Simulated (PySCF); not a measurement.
# Ionising SO

PBE0; basis S def2-TZVPPD, O def2-TZVPPD; no relativity; PySCF 2.14. Neutral (UKS): triplet (π ↑↑), Re = 1.479 Å, ωe = 1202 cm⁻¹, De = 5.49 eV, HOMO -7.66 eV, LUMO -3.26 eV.

SO⁻ (UKS): doublet (π ↑), Re = 1.563 Å, ωe = 946 cm⁻¹, De = 4.46 eV to S⁻ + O. The energies at the minima are -473.19532 hartree for SO and -473.23330 for SO⁻.

Work out the adiabatic electron affinity, without and with harmonic zero-point energies (1 hartree = 27.2114 eV, 1 eV = 8065.5 cm⁻¹), and the change of the bond length.

At PBE0: 0.03798 hartree = 1.033 eV between the minima; the zero-point term (1202.0 − 946.0)/2 cm⁻¹ = +0.016 eV makes it 1.049 eV. Re changes by +8.4 pm against the neutral. The electron enters a π orbital, and the longer bond of the ion fits an antibonding orbital, or a change in how ionic the bond is.

For an ion De counts to the pair picked by the measured ionisation energies or electron affinities, which need not be the lowest pair at this level. The highest Kohn–Sham level is positive in this anion. Much of that is self-interaction error, but it also means that the finite basis helps to hold the extra electron. States were picked by a PBE0 search and need not be the measured ground states.
